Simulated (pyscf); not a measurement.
methane (CH₄) + H₃C–Ga(NH₂)–NH₂ -> H₃C–Ga(CH₃)–NH₂ + ammonia (NH₃) (four-centre exchange; singlet surface; C–H, Ga–N broken, C–Ga, H–N formed). Single points on ωB97X-D3(BJ)/def2-SVP structures (PySCF, gas phase). Energies in kcal/mol from the separated reactants.

| level | barrier | reaction energy |
|---|---|---|
| ωB97X-D3(BJ)/def2-TZVP | 35.3 | +12.4 |
| PBE/def2-TZVP | 32.2 | +11.1 |
| B3LYP-D3(BJ)/def2-TZVP | 36.4 | +12.6 |
| PBE0-D3(BJ)/def2-TZVP | … | … |
| M06-2X/def2-TZVP | … | +14.4 |
| ωB97M-D3(BJ)/def2-TZVP | 36.2 | +12.1 |

### Question
Fill in the missing entries.

### Answer

- PBE0-D3(BJ)/def2-TZVP, barrier: 32.3
- PBE0-D3(BJ)/def2-TZVP, reaction energy: +11.6
- M06-2X/def2-TZVP, barrier: 34.8

The functionals in the table span 4.2 kcal/mol in this barrier, from PBE to B3LYP-D3(BJ). On the product side the descent ends in an adduct with a Ga–N contact, 17.7 kcal/mol under the separated species and 40.6 kcal/mol under the saddle at ωB97X-D3(BJ)/def2-TZVP. What is counted as broken (Ga–N) persists as a longer contact in the product adduct; parting that adduct is a step of its own. One saddle was located; it need not be the lowest between these sides. Elements up to Kr have no core potential and no relativistic terms here.
